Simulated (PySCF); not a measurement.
# Towards the basis-set limit for SiS+

One table from this session's results is given with a row withheld; the runs are named, their logs left out.

Computed with PySCF 2.14.0. Level: CCSD(T) on ROHF, no relativity in the base curves; scalar relativity is added as a correction.

Set-up of the first run:

* molecule: SiS+
* state: doublet, unpaired electrons π ↑
* smaller basis: Si cc-pV(T+d)Z, S cc-pV(T+d)Z
* larger basis: Si cc-pV(Q+d)Z, S cc-pV(Q+d)Z
* frozen core orbitals: 10
* extrapolation: correlation as n⁻³ (n = 3, 4), Hartree–Fock as (n+1)·exp(−9√n)
* corrections: scalar relativity
* distances (Å): 1.8317, 1.9150, 1.9982, 2.0815, 2.1647, 2.2688, 2.3729
* masses (u): 27.9769, 31.9721
* dissociation limit: Si+ + S

On the command line:

```bash
$ OMP_NUM_THREADS=4 python comp.py task.json out
```

Steps of the session up to this table: Coupled cluster at each distance.

One table of the session follows, with a row left open; its other results are not shown here.

Parts of the energy along the bond, in eV from Si+ + S:

| R (Å) | HF/CBS | CCSD corr. | (T) | relativity |
| --- | --- | --- | --- | --- |
| 1.8317 | -1.963 | -1.140 | -0.1487 | 0.0020 |
| 1.9150 | -2.454 | -1.143 | -0.1597 | 0.0045 |
| 1.9982 | ? | ? | ? | ? |
| 2.0815 | -2.701 | -1.158 | -0.1865 | 0.0061 |
| 2.1647 | -2.594 | -1.168 | -0.2021 | 0.0059 |
| 2.2688 | -2.334 | -1.184 | -0.2233 | 0.0053 |
| 2.3729 | -1.987 | -1.203 | -0.2460 | 0.0043 |

Estimate the missing values for R (Å) = 1.9982.

Worked estimate for «HF/CBS». A straight line through the neighbours (1.9150, -2.454) and (2.0815, -2.701) gives -2.454 + (-2.701 + 2.454) × (1.9982 − 1.9150) / (2.0815 − 1.9150) = -2.577; a parabola fitted to 4 rows on both sides gives -2.677.

The run gave: HF/CBS: -2.674; CCSD corr.: -1.149; (T): -0.1724; relativity: 0.0057. In «HF/CBS» the line misses by +0.097 and the parabola by -0.003.

To keep in mind: Spin–orbit coupling, core–valence correlation and excitations beyond (T) are left out.
